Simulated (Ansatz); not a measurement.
**[OH···H···N], quartet: the ladder up to UCCSDT(Q)**

Geometry: a point of a hydrogen-transfer path between rigid fragments, not a stationary point.

```xyz
4

O    -1.1529   -0.0292    0.0000
H    -1.4022    0.8974    0.0000
H     0.2041   -0.0292    0.0000
N     1.4031   -0.0292    0.0000
```

Basis cc-pVDZ; Ansatz 0.2.0. Correlated methods freeze the noble-gas cores, which leaves 13 electrons in 36 orbitals. R marks a restricted (for open shells ROHF) determinant, U an unrestricted one. Active spaces: valence = (13e, 10o) chosen from the atoms' valence shells; pair = (5e, 5o) about the gap.

Full CI isn't at hand for all of this; UCCSDT(Q) serves as the reference, and is uncertain by about the last step of the cluster series. The frozen core follows each run's orbitals, which can shift R against U totals by a few meV.

For open shells CISD is restricted-active-space CI with the open shells as a complete middle space.

```
UHF ⟨S²⟩                          : 3.826
T1 diagnostic (RCCSD)             : 0.0542
largest doubles amplitude (RCCSD) : 0.066
T1 diagnostic (UCCSD)             : 0.0296
```

```tsv
level	E − E(RHF) (eV)
UHF	-0.6137
RMP2	-7.9812
UMP2	-8.0695
RCCSD	-9.0409
UCCSD	-9.0615
RCCSD(T)	-9.2198
UCCSD(T)	-9.2249
```

**Question.** Estimate how far UCCSDT(Q) in cc-pVDZ lies from RCCSD(T). The table doesn't fix it; the size of (T) and the diagnostics are the guide.

**Answer.** UCCSDT(Q) in cc-pVDZ lies 49 meV below RCCSD(T), which is 27 % of the (T) step (-179 meV). T1 is raised, and the rest is a large part of (T). The miss exceeds 1 kcal/mol.

The other levels:

```csv
level,E − E(UCCSDT(Q)) (meV),share of correlation (%),wall time
CISD,955,89.70,8 s
BCCD(T),44,99.52,3.1 s
RCCSDT,22,99.76,–
UCCSDT,19,99.79,–
RCCSDT(Q),2,99.98,31 s
CASSCF (pair space),8162,11.94,–
NEVPT2 (pair space),955,89.70,1 s
MRCISD (pair space),705,92.40,–
MRCISD+Q (pair space),117,98.74,1.5 s
CASSCF (valence space),7162,22.73,–
NEVPT2 (valence space),1148,87.62,3 s
MRCISD (valence space),492,94.69,–
MRCISD+Q (valence space),44,99.53,6 s
```

The correlation energy at UCCSDT(Q), counted from RHF, is -9.268 eV. That run took 27 s on 1 thread of Arm Neoverse V2, shared host.

Times hold each run's SCF and search for its determinant on a shared host, so for small cases they say little of a method's own cost; they ran on 1 thread of Arm Neoverse V2.

Natural occupations of CASSCF (valence space) about the gap: 1.976 1.948 1.004 1.001 1.000 0.055 0.025; effectively unpaired electrons, Σ n²(2−n)², 3.03.
